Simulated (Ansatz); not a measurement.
Rock-salt GdN: collinear magnetic orders (afm1, afm2, fm, nm) were started and relaxed in Ansatz (plane waves, PAW, no spin–orbit coupling) with LDA; PBE; PBEsol.

Problem. Which order lies lowest at each level, and by how much?

Solution. Energies above the lowest order that was run (meV/atom):

```json
[
 {"level": "LDA", "afm1": "1.9", "afm2": "4.8", "fm": "0.0", "nm": "3557.7", "lowest": "fm"},
 {"level": "PBE", "afm1": "–", "afm2": "–", "fm": "0.0", "nm": "3837.4", "lowest": "fm"},
 {"level": "PBEsol", "afm1": "3.2", "afm2": "5.5", "fm": "0.0", "nm": "3749.6", "lowest": "fm"}
]
```

A dash marks an order that was not run or did not survive the relaxation; orders outside this list were not searched, and differences under about 1 meV/atom are too close to call.

Note: the 4f shell is treated without U or exact exchange, so its levels and filling can be wrong.

Ansatz is an electronic-structure program.
